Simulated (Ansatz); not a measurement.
Basis-set extrapolation for C$_{2}$H$_{5}$S$_{2}$ (`[CH2]SSC`) radical (PBE0-D4/def2-TZVP geometry, frozen core, Ansatz 0.2.0). Multiplicity 2, UHF reference.

|  | def2-TZVPP | def2-QZVPP |
| --- | --- | --- |
| HF | -873.719414 | -873.746066 |
| MP2 correlation | -0.673470 | -0.727133 |
| CCSD(T) correlation | -0.761783 | not run |

Energies in hartree. Use E(X) = E(∞) + A·exp(−7.88·√X) for Hartree–Fock and E(X) = E(∞) + B·X^(−2.97) for correlation, with X = 3 and 4, and add CCSD(T) minus MP2 of the smaller set to the MP2 limit.

Problem. What is the CCSD(T) energy at the basis-set limit?

Solution. HF limit: -873.746066 + (-0.026652) × 0.13774 = -873.74974. MP2 limit: -0.727133 + (-0.053663) × 0.74074 = -0.76688. Higher-order term: -0.761783 − (-0.673470) = -0.08831. Total: -874.60493 hartree, 324.9 kJ/mol below CCSD(T)/def2-TZVPP.
